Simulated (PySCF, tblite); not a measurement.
# C₂H₂FN₃: dynamics, then NMR shifts on frames

How do NMR shifts of C₂H₂FN₃ (`Fc1cnn[nH]1`) change as the atoms move?

Programs: tblite 0.8.0 and PySCF 2.14.0, with density-fitted response routines of our own. Each step states its level of theory. These are calculated values for one molecule in the gas phase, unless marked as measured. Atoms are numbered from 0 throughout.

### Step 1. The molecule as given

8 atoms, charge 0, multiplicity 1; geometry from: GFN2-xTB.

Bonds of the start (Å): F0–C1 1.32, C1–C2 1.37, C2–N3 1.35, N3–N4 1.27, N4–N5 1.33, N5–C1 1.35, C2–H6 1.07, N5–H7 1.01.

### Step 2. Thermal motion with GFN2-xTB

What the job is given:

```
{"job": {"kind": "md", "xc": "GFN2-xTB", "basis": "xTB", "temperature": 300, "steps": 2000, "every": 50, "frames": 5}, "charge": 0, "multiplicity": 1}
F     -0.045589     2.032716     0.029947
C      0.038323     0.711856     0.002990
C      1.092104    -0.159694    -0.117048
N      0.569923    -1.402690    -0.081162
N     -0.693163    -1.346010     0.049307
N     -1.064042    -0.065712     0.105027
H      2.138979     0.024564    -0.221632
H     -2.027478     0.214383     0.208006
```

Level: GFN2-xTB Langevin dynamics, gas phase.

On the command line:

```console
$ OMP_NUM_THREADS=1 python probes_run.py task.json out
```

The driver reads the jobs from task.json and runs them one after another.

The log of the run:

```text
t/fs     T/K      E/eV
    0.0   234.1   -510.45385
   25.0   136.9   -510.27825
   50.0   243.3   -510.27045
   75.0   242.6   -510.29341
  100.0   277.2   -510.25756
  125.0   264.9   -510.28023
  150.0   251.6   -510.31967
  175.0   209.6   -510.32576
  200.0   213.2   -510.22051
  225.0   300.8   -510.29935
  250.0   275.3   -510.25519
  275.0   314.1   -510.22664
  300.0   284.2   -510.22916
  325.0   308.8   -510.23598
  350.0   233.2   -510.16799
  375.0   457.6   -510.27615
  400.0   376.4   -510.02637
  425.0   501.9   -510.15306
  450.0   408.5   -510.13266
  475.0   439.9   -510.24495
  500.0   397.3   -510.26547
  525.0   252.0   -510.26669
  550.0   192.9   -510.22630
  575.0   205.9   -510.20178
  600.0   326.6   -510.23694
  625.0   335.5   -510.30771
  650.0   304.8   -510.20677
  675.0   238.6   -510.20440
  700.0   377.8   -510.15354
  725.0   311.3   -510.25683
  750.0   363.2   -510.25772
  775.0   207.7   -510.24507
  800.0   287.3   -510.28276
  825.0   261.3   -510.23501
  850.0   256.4   -510.16856
  875.0   251.0   -510.20912
  900.0   254.1   -510.16728
  925.0   335.9   -510.14869
  950.0   277.3   -510.11556
  975.0   264.6   -510.16289
 1000.0   454.5   -510.32325
```

Wall time 4.2 s (1 thread, shared host).

Distance from the start (root mean square after alignment): 0 fs 0.00 Å, 200 fs 0.04 Å, 400 fs 0.11 Å, 600 fs 0.07 Å, 800 fs 0.06 Å, 1000 fs 0.06 Å.

Positions (Å) and forces (eV/Å) at 1000 fs:

```xyz
8

F    -1.306    1.269    0.564    0.080    0.300   -0.007
C    -0.905    0.090    0.119   -0.169    1.212    0.334
C    -0.714   -0.436   -1.107   -0.200   -0.801   -0.969
N    -0.422   -1.748   -0.939    0.418    0.619    0.325
N    -0.340   -1.967    0.314    0.362   -2.153   -0.410
N    -0.625   -0.895    0.973   -0.189    0.691    2.043
H    -0.763   -0.013   -2.063   -0.209    0.383   -0.749
H    -0.582   -0.814    1.995   -0.094   -0.251   -0.567
```

### Step 3. Shielding tensors: 250 fs, PBE0/pcSseg-1

What the job is given:

```
{"job": {"kind": "nmr", "xc": "PBE0", "basis": "pcSseg-1", "pop": false}, "charge": 0, "multiplicity": 1}
F      0.068600     1.804400    -0.411900
C      0.020500     0.504100    -0.188000
C      0.889300    -0.457600    -0.357100
N      0.385300    -1.586100     0.222900
N     -0.779300    -1.360000     0.643900
N     -1.050800    -0.034000     0.457300
H      1.832300    -0.431400    -0.779900
H     -1.923400     0.425100     0.681400
```

Method: GIAO PBE0/pcSseg-1 NMR shielding, non-relativistic, gas phase.

The log of the run:

```text
coarse grid: 7688 points
cycle   1  E = -340.9502083252  dE =  1.414e+00  |g| = 5.407e-01  |ddm| = 2.825e+00
cycle   2  E = -340.8674226491  dE =  8.279e-02  |g| = 8.385e-01  |ddm| = 1.055e+00
cycle   3  E = -341.0048887004  dE = -1.375e-01  |g| = 1.434e-01  |ddm| = 6.892e-01
cycle   4  E = -341.0081449381  dE = -3.256e-03  |g| = 6.627e-02  |ddm| = 1.216e-01
cycle   5  E = -341.0089612287  dE = -8.163e-04  |g| = 9.041e-03  |ddm| = 4.699e-02
cycle   6  E = -341.0089670117  dE = -5.783e-06  |g| = 6.891e-03  |ddm| = 1.032e-02
cycle   7  E = -341.0089772621  dE = -1.025e-05  |g| = 6.772e-04  |ddm| = 4.984e-03
cycle   8  E = -341.0089773360  dE = -7.392e-08  |g| = 3.538e-04  |ddm| = 8.152e-04
final grid: 77744 points
cycle   9  E = -341.0455757969  dE = -2.576e-05  |g| = 5.847e-03  |ddm| = 2.433e-02
cycle  10  E = -341.0455711872  dE =  4.610e-06  |g| = 7.906e-03  |ddm| = 1.028e-02
cycle  11  E = -341.0455827939  dE = -1.161e-05  |g| = 1.138e-03  |ddm| = 5.925e-03
cycle  12  E = -341.0455830231  dE = -2.293e-07  |g| = 3.759e-04  |ddm| = 1.037e-03
cycle  13  E = -341.0455830493  dE = -2.617e-08  |g| = 1.304e-04  |ddm| = 3.253e-04
cycle  14  E = -341.0455830524  dE = -3.088e-09  |g| = 2.003e-05  |ddm| = 9.568e-05
cycle  15  E = -341.0455830524  dE = -4.013e-11  |g| = 1.376e-05  |ddm| = 2.530e-05
converged SCF energy = -341.0455830524

GIAO shielding tensors (ppm)
atom      isotropic    diamagn.    paramagn.     s11        s22        s33       span
  0 F      346.078     471.742    -125.664    255.981    306.830    475.423    219.442
  1 C       22.918     248.548    -225.629    -29.853     30.050     68.558     98.412
  2 C       76.878     251.921    -175.044     16.113     68.820    145.701    129.588
  3 N     -131.099     322.707    -453.806   -389.916   -186.667    183.286    573.202
  4 N     -131.095     313.818    -444.913   -405.116   -101.017    112.848    517.964
  5 N       22.613     327.147    -304.534   -125.676     87.684    105.831    231.508
  6 H       25.341      30.922      -5.581     23.521     24.776     27.726      4.205
  7 H       20.824      31.632     -10.808     18.569     20.993     22.911      4.342
```

Wall time 5 s (1 thread, shared host).

The references, computed at this level on geometries of the same kind, shield at (ppm): 1H TMS 31.72, 13C TMS 186.9, 19F CFCl3 170.9, 15N NH3 267.7. Their shielding less the atom's gives the shift. The references are single molecules in the gas phase, so shifts against H2O, NH3, PH3, H3PO4 or CFCl3 are not on the usual liquid scales and can be off by tens of ppm. Each atom is listed at this fixed geometry, with no averaging over motion; a spectrum would average atoms that exchange fast.

| atoms | environment | σ (ppm) | δ (ppm) |
| --- | --- | --- | --- |
| C1 | aromatic carbon bearing fluorine | 22.9 | 164.0 |
| C2 | aromatic CH next to a ring nitrogen | 76.9 | 110.0 |
| H7 | hydrogen on a pyrrole-type ring nitrogen | 20.82 | 10.89 |
| H6 | hydrogen on an aromatic CH next to a ring nitrogen | 25.34 | 6.38 |
| F0 | aryl fluorine | 346.1 | -175.1 |
| N3 | pyridine-type nitrogen of an azole | -131.1 | 398.8 |
| N4 | pyridine-type nitrogen of an azole | -131.1 | 398.8 |
| N5 | pyrrole-type ring nitrogen | 22.6 | 245.1 |

Ring of atoms C1, C2, N3, N4, N5: NICS(0) -11.7, NICS(1) -11.3, NICS(1)zz -28.2 ppm (means of both faces).

### Step 4. NMR shieldings: 425 fs, PBE0/pcSseg-1

What the job is given:

```
{"job": {"kind": "nmr", "xc": "PBE0", "basis": "pcSseg-1", "pop": false}, "charge": 0, "multiplicity": 1}
F     -0.383900     1.613400    -0.406700
C     -0.167500     0.323500    -0.302600
C      0.897200    -0.338000    -0.762600
N      0.642000    -1.677200    -0.450400
N     -0.543300    -1.736000     0.018200
N     -1.077800    -0.534200     0.175100
H      1.782000    -0.057300    -1.166100
H     -1.945300    -0.432900     0.604200
```

Level: GIAO PBE0/pcSseg-1 NMR shielding, non-relativistic, gas phase.

The log of the run:

```text
coarse grid: 7688 points
cycle   1  E = -340.9405823039  dE =  1.452e+00  |g| = 5.517e-01  |ddm| = 2.827e+00
cycle   2  E = -340.8518495033  dE =  8.873e-02  |g| = 8.652e-01  |ddm| = 1.079e+00
cycle   3  E = -340.9983897708  dE = -1.465e-01  |g| = 1.390e-01  |ddm| = 6.944e-01
cycle   4  E = -341.0012176239  dE = -2.828e-03  |g| = 7.228e-02  |ddm| = 1.241e-01
cycle   5  E = -341.0022020469  dE = -9.844e-04  |g| = 9.987e-03  |ddm| = 5.055e-02
cycle   6  E = -341.0022108218  dE = -8.775e-06  |g| = 7.330e-03  |ddm| = 1.092e-02
cycle   7  E = -341.0022220126  dE = -1.119e-05  |g| = 5.735e-04  |ddm| = 5.266e-03
cycle   8  E = -341.0022220625  dE = -4.993e-08  |g| = 3.121e-04  |ddm| = 6.670e-04
final grid: 77744 points
cycle   9  E = -341.0394197572  dE = -2.368e-05  |g| = 5.693e-03  |ddm| = 2.206e-02
cycle  10  E = -341.0394159644  dE =  3.793e-06  |g| = 7.511e-03  |ddm| = 9.762e-03
cycle  11  E = -341.0394263594  dE = -1.039e-05  |g| = 1.042e-03  |ddm| = 5.680e-03
cycle  12  E = -341.0394265473  dE = -1.879e-07  |g| = 3.116e-04  |ddm| = 9.401e-04
cycle  13  E = -341.0394265643  dE = -1.703e-08  |g| = 1.290e-04  |ddm| = 2.769e-04
cycle  14  E = -341.0394265674  dE = -3.084e-09  |g| = 2.414e-05  |ddm| = 9.711e-05
cycle  15  E = -341.0394265675  dE = -7.321e-11  |g| = 1.506e-05  |ddm| = 2.740e-05
converged SCF energy = -341.0394265675

GIAO shielding tensors (ppm)
atom      isotropic    diamagn.    paramagn.     s11        s22        s33       span
  0 F      341.413     471.716    -130.303    251.964    301.837    470.438    218.473
  1 C       26.325     247.242    -220.917    -27.262     37.887     68.349     95.610
  2 C       64.359     252.271    -187.912    -12.897     63.861    142.114    155.010
  3 N     -144.998     322.735    -467.733   -410.199   -208.551    183.756    593.955
  4 N     -135.223     314.067    -449.290   -431.361   -105.808    131.500    562.861
  5 N       44.346     325.882    -281.536    -99.721     99.088    133.672    233.394
  6 H       24.880      31.982      -7.102     22.674     24.213     27.752      5.078
  7 H       21.443      33.116     -11.673     19.166     21.669     23.494      4.328
```

It took 4.8 s on 1 thread, shared host.

Key values: δ C1 160.6, C2 122.6, F0 -170.5, N3 412.7, H7 10.27, H6 6.84 ppm.

### Step 5. Nuclear shieldings: 625 fs, PBE0/pcSseg-1

What the job is given:

```
{"job": {"kind": "nmr", "xc": "PBE0", "basis": "pcSseg-1", "pop": false}, "charge": 0, "multiplicity": 1}
F     -0.645600     1.516200    -0.484200
C     -0.316600     0.254600    -0.493200
C      0.361900    -0.519600    -1.461600
N      0.365500    -1.765400    -0.950200
N     -0.289800    -1.825100     0.122600
N     -0.765900    -0.589600     0.434200
H      0.855800    -0.146700    -2.335000
H     -1.326200    -0.530500     1.294500
```

With the program's defaults for keys left out, this is: GIAO PBE0/pcSseg-1 NMR shielding, non-relativistic, gas phase.

The log of the run:

```text
coarse grid: 7688 points
cycle   1  E = -340.9474031458  dE =  1.351e+00  |g| = 5.506e-01  |ddm| = 2.802e+00
cycle   2  E = -340.8459956244  dE =  1.014e-01  |g| = 8.944e-01  |ddm| = 1.111e+00
cycle   3  E = -341.0071990702  dE = -1.612e-01  |g| = 1.248e-01  |ddm| = 7.274e-01
cycle   4  E = -341.0095335371  dE = -2.334e-03  |g| = 6.388e-02  |ddm| = 1.150e-01
cycle   5  E = -341.0102812188  dE = -7.477e-04  |g| = 8.411e-03  |ddm| = 4.782e-02
cycle   6  E = -341.0102860046  dE = -4.786e-06  |g| = 6.701e-03  |ddm| = 9.874e-03
cycle   7  E = -341.0102955450  dE = -9.540e-06  |g| = 4.149e-04  |ddm| = 4.808e-03
final grid: 77744 points
cycle   8  E = -341.0460544611  dE = -2.446e-05  |g| = 4.899e-03  |ddm| = 2.186e-02
cycle   9  E = -341.0460523377  dE =  2.123e-06  |g| = 6.142e-03  |ddm| = 8.336e-03
cycle  10  E = -341.0460596227  dE = -7.285e-06  |g| = 1.039e-03  |ddm| = 4.571e-03
cycle  11  E = -341.0460598123  dE = -1.895e-07  |g| = 2.756e-04  |ddm| = 9.058e-04
cycle  12  E = -341.0460598247  dE = -1.247e-08  |g| = 1.360e-04  |ddm| = 2.685e-04
cycle  13  E = -341.0460598282  dE = -3.506e-09  |g| = 1.793e-05  |ddm| = 9.607e-05
cycle  14  E = -341.0460598283  dE = -5.707e-11  |g| = 6.602e-06  |ddm| = 1.854e-05
converged SCF energy = -341.0460598283

GIAO shielding tensors (ppm)
atom      isotropic    diamagn.    paramagn.     s11        s22        s33       span
  0 F      330.655     471.556    -140.901    237.977    278.873    475.116    237.139
  1 C       18.392     247.885    -229.493    -39.697     26.030     68.842    108.539
  2 C       69.015     254.428    -185.413      8.168     66.310    132.568    124.400
  3 N     -126.732     323.393    -450.126   -408.556   -177.313    205.672    614.228
  4 N     -109.158     314.937    -424.095   -351.197    -85.657    109.380    460.576
  5 N       26.670     325.418    -298.748   -130.561     79.044    131.527    262.087
  6 H       24.138      29.504      -5.366     22.405     23.519     26.490      4.085
  7 H       20.234      30.803     -10.569     17.809     20.497     22.396      4.586
```

It took 4.8 s on 1 thread, shared host.

This run: δ C1 168.5, C2 117.9, F0 -159.7, N3 394.5, H7 11.48, H6 7.58 ppm.

### Step 6. Nuclear shieldings: 800 fs, PBE0/pcSseg-1

What the job is given:

```
{"job": {"kind": "nmr", "xc": "PBE0", "basis": "pcSseg-1", "pop": false}, "charge": 0, "multiplicity": 1}
F     -0.816000     1.317900     0.228400
C     -0.428000     0.121500    -0.076200
C      0.161600    -0.424000    -1.187700
N      0.501600    -1.704600    -0.948600
N      0.142200    -1.983300     0.282200
N     -0.449100    -0.907800     0.840000
H      0.272100    -0.111900    -2.201000
H     -0.779000    -0.911200     1.796800
```

Method: GIAO PBE0/pcSseg-1 NMR shielding, non-relativistic, gas phase.

The log of the run:

```text
coarse grid: 7688 points
cycle   1  E = -340.9458152448  dE =  1.286e+00  |g| = 5.546e-01  |ddm| = 2.805e+00
cycle   2  E = -340.8384850745  dE =  1.073e-01  |g| = 9.072e-01  |ddm| = 1.131e+00
cycle   3  E = -341.0063651239  dE = -1.679e-01  |g| = 1.388e-01  |ddm| = 7.494e-01
cycle   4  E = -341.0092691410  dE = -2.904e-03  |g| = 6.882e-02  |ddm| = 1.223e-01
cycle   5  E = -341.0101458966  dE = -8.768e-04  |g| = 1.083e-02  |ddm| = 4.976e-02
cycle   6  E = -341.0101522826  dE = -6.386e-06  |g| = 9.106e-03  |ddm| = 1.338e-02
cycle   7  E = -341.0101704256  dE = -1.814e-05  |g| = 3.838e-04  |ddm| = 6.625e-03
cycle   8  E = -341.0101704421  dE = -1.650e-08  |g| = 2.972e-04  |ddm| = 5.707e-04
final grid: 77744 points
cycle   9  E = -341.0465949361  dE = -2.367e-05  |g| = 5.542e-03  |ddm| = 2.263e-02
cycle  10  E = -341.0465909064  dE =  4.030e-06  |g| = 7.366e-03  |ddm| = 9.760e-03
cycle  11  E = -341.0466013758  dE = -1.047e-05  |g| = 1.156e-03  |ddm| = 5.776e-03
cycle  12  E = -341.0466016248  dE = -2.490e-07  |g| = 3.651e-04  |ddm| = 1.105e-03
cycle  13  E = -341.0466016501  dE = -2.532e-08  |g| = 1.268e-04  |ddm| = 3.077e-04
cycle  14  E = -341.0466016530  dE = -2.879e-09  |g| = 2.529e-05  |ddm| = 9.189e-05
cycle  15  E = -341.0466016531  dE = -5.957e-11  |g| = 1.840e-05  |ddm| = 3.215e-05
converged SCF energy = -341.0466016531

GIAO shielding tensors (ppm)
atom      isotropic    diamagn.    paramagn.     s11        s22        s33       span
  0 F      335.473     471.471    -135.998    258.152    285.691    462.577    204.424
  1 C       22.546     247.153    -224.607    -23.213     22.515     68.335     91.549
  2 C       69.461     251.113    -181.652      6.818     57.306    144.259    137.441
  3 N     -141.241     323.428    -464.670   -370.502   -235.942    182.720    553.223
  4 N     -145.585     313.095    -458.680   -433.359   -120.328    116.932    550.291
  5 N       20.160     326.532    -306.372   -130.591     69.163    121.909    252.500
  6 H       24.439      29.596      -5.158     22.083     24.742     26.492      4.409
  7 H       20.501      31.304     -10.803     18.308     20.586     22.608      4.300
```

Wall time 4.8 s (1 thread, shared host).

This run: δ C1 164.4, C2 117.5, F0 -164.5, N4 413.3, H7 11.22, H6 7.28 ppm.

### Step 7. NMR shieldings: 1000 fs, PBE0/pcSseg-1

What the job is given:

```
{"job": {"kind": "nmr", "xc": "PBE0", "basis": "pcSseg-1", "pop": false}, "charge": 0, "multiplicity": 1}
F     -1.305700     1.268900     0.564200
C     -0.904700     0.089700     0.119000
C     -0.714300    -0.435700    -1.106500
N     -0.421800    -1.748500    -0.939300
N     -0.340100    -1.967000     0.314200
N     -0.624500    -0.895200     0.973200
H     -0.762600    -0.012700    -2.063400
H     -0.582200    -0.814200     1.995300
```

With the program's defaults for keys left out, this is: GIAO PBE0/pcSseg-1 NMR shielding, non-relativistic, gas phase.

The log of the run:

```text
coarse grid: 7688 points
cycle   1  E = -340.9485123510  dE =  1.500e+00  |g| = 5.495e-01  |ddm| = 2.826e+00
cycle   2  E = -340.8583829733  dE =  9.013e-02  |g| = 8.681e-01  |ddm| = 1.111e+00
cycle   3  E = -341.0078560828  dE = -1.495e-01  |g| = 1.245e-01  |ddm| = 7.070e-01
cycle   4  E = -341.0101027649  dE = -2.247e-03  |g| = 6.441e-02  |ddm| = 1.099e-01
cycle   5  E = -341.0108607880  dE = -7.580e-04  |g| = 9.555e-03  |ddm| = 4.658e-02
cycle   6  E = -341.0108691764  dE = -8.388e-06  |g| = 6.802e-03  |ddm| = 1.086e-02
cycle   7  E = -341.0108790794  dE = -9.903e-06  |g| = 5.938e-04  |ddm| = 5.115e-03
final grid: 77744 points
cycle   8  E = -341.0468543598  dE = -2.504e-05  |g| = 4.841e-03  |ddm| = 2.348e-02
cycle   9  E = -341.0468522868  dE =  2.073e-06  |g| = 6.116e-03  |ddm| = 8.454e-03
cycle  10  E = -341.0468594067  dE = -7.120e-06  |g| = 9.347e-04  |ddm| = 4.645e-03
cycle  11  E = -341.0468595527  dE = -1.460e-07  |g| = 2.473e-04  |ddm| = 8.424e-04
cycle  12  E = -341.0468595617  dE = -8.995e-09  |g| = 1.365e-04  |ddm| = 2.442e-04
cycle  13  E = -341.0468595652  dE = -3.526e-09  |g| = 2.035e-05  |ddm| = 9.955e-05
cycle  14  E = -341.0468595653  dE = -5.889e-11  |g| = 1.024e-05  |ddm| = 2.006e-05
converged SCF energy = -341.0468595653

GIAO shielding tensors (ppm)
atom      isotropic    diamagn.    paramagn.     s11        s22        s33       span
  0 F      345.239     472.056    -126.816    269.304    308.974    457.440    188.136
  1 C       25.519     248.651    -223.132    -26.116     33.284     69.389     95.505
  2 C       71.182     251.968    -180.786      6.226     60.073    147.248    141.022
  3 N     -117.759     323.883    -441.642   -362.010   -182.074    190.807    552.817
  4 N     -108.756     314.111    -422.867   -392.854    -92.581    159.166    552.020
  5 N       40.396     326.795    -286.399    -87.603     86.149    122.643    210.246
  6 H       24.851      30.512      -5.661     23.021     24.527     27.005      3.984
  7 H       20.844      30.633      -9.789     17.630     21.931     22.972      5.342
```

Wall time 4.8 s (1 thread, shared host).

Key values: δ C1 161.4, C2 115.7, F0 -174.3, N3 385.5, H7 10.87, H6 6.87 ppm.

### Step 8. Run by run: NMR shifts

Shifts (ppm) of some atoms, chosen among heavy atoms and hydrogens apart, with basis size and wall time:

| frame | C2 | H7 | H6 | F0 | N3 | N4 | N5 | functions | time |
| --- | --- | --- | --- | --- | --- | --- | --- | --- | --- |
| 250 fs | 110.0 | 10.89 | 6.38 | -175.1 | 398.8 | 398.8 | 245.1 | 112 | 5 s |
| 425 fs | 122.6 | 10.27 | 6.84 | -170.5 | 412.7 | 403.0 | 223.4 | 112 | 4.8 s |
| 625 fs | 117.9 | 11.48 | 7.58 | -159.7 | 394.5 | 376.9 | 241.1 | 112 | 4.8 s |
| 800 fs | 117.5 | 11.22 | 7.28 | -164.5 | 409.0 | 413.3 | 247.6 | 112 | 4.8 s |
| 1000 fs | 115.7 | 10.87 | 6.87 | -174.3 | 385.5 | 376.5 | 227.3 | 112 | 4.8 s |

### Step 9. Results

| quantity | value |
| --- | --- |
| thermostat | 300 K |
| mean temperature, second half | 293 K |
| mean potential energy above the minimum | 0.23 eV |
| 13C shifts against TMS (PBE0/pcSseg-1, 250 fs) | 164.0, 110.0 ppm |
| 1H shifts against TMS (PBE0/pcSseg-1, 250 fs) | 10.89, 6.38 ppm |
| 19F shifts against CFCl3 (PBE0/pcSseg-1, 250 fs) | -175.1 ppm |
| 15N shifts against NH3 (PBE0/pcSseg-1, 250 fs) | 398.8, 398.8, 245.1 ppm |
| range of the shift of N4 | 376.5 to 413.3 ppm |

In the second half the potential energy averages 0.23 eV above the minimum; equipartition over 18 harmonic modes at 300 K would give 0.23 eV. With 8 atoms the temperature swings widely (137 to 502 K). Shifts at one fixed geometry are not the observed spectrum, which averages over the motion. In the first frame run (250 fs): Shielding is most anisotropic at N3 (span 573 ppm, paramagnetic term -454 ppm). NICS(1)zz of -28 ppm above the planar ring from C1 marks a diatropic (aromatic) ring current. Across the 5 runs the shift of N4 moves most, between 376.5 (1000 fs) and 413.3 ppm (800 fs).
